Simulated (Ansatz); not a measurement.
# doublet AlH(+): levels of theory in one basis

```xyz
2

Al   -0.0402    0.0249   -0.7952
H     0.0445   -0.0215    0.8038
```

Basis set: def2-SVP (spherical functions). Frozen core: 5 orbitals. Correlation on ROHF uses semicanonical orbitals with singles. Charge 1, multiplicity 2.

Computed with Ansatz (development build ahead of 0.2.0); each method stands on the lowest determinant of its kind that the runs found.

| method | E − E(ROHF) (eV) | <S²> of the determinant |
| --- | --- | --- |
| ROHF | 0.00 | 0.75 |
| UHF | -0.11 | 0.78 |
| ROHF-MP2 | -0.84 | – |
| UHF-MP2 | -0.87 | 0.78 |
| ROHF-CCSD(T) | -1.22 | – |
| UHF-CCSD(T) | -1.22 | 0.78 |
